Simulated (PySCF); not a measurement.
Gas-phase reaction: 3 H2SiO + 2 O3 → 3 SiO(OH)2

Energies from PySCF (xtb for GFN2), thermal terms from the rigid-rotor harmonic-oscillator model, ideal gas at 1 bar. † marks an energy on the PBE0/def2-TZVP geometry and frequencies; other levels use their own. CCSD(T) freezes the core. 6-31G* has spherical d functions here. All species are closed-shell singlets. B3LYP is the form with VWN-RPA correlation. H2SiO, SiO(OH)2: computed as isolated molecules; such fragments, hydroxides, amides, oligomers or adducts are transient or little studied in the gas. CCSD(T) isn't extrapolated to the basis-set limit. Strong static correlation: O3. Warning, large T1 diagnostic: H2SiO, O3 (CCSD(T)/def2-SVP†).

CCSD(T)/def2-SVP† gives ΔH°(298 K) = -2202 kJ.

Q: What do PBE0/def2-SVP†, GFN2-xTB, B3LYP/6-31G* give?

A: PBE0/def2-SVP†: -2258 kJ; GFN2-xTB: -2061 kJ; B3LYP/6-31G*: -2139 kJ. For scale, ΔH°(298 K) is -2202 kJ at this level, -2445 kJ at ωB97M-V/def2-TZVP†, and runs from -2744 to -2036 kJ over the 20 levels computed.
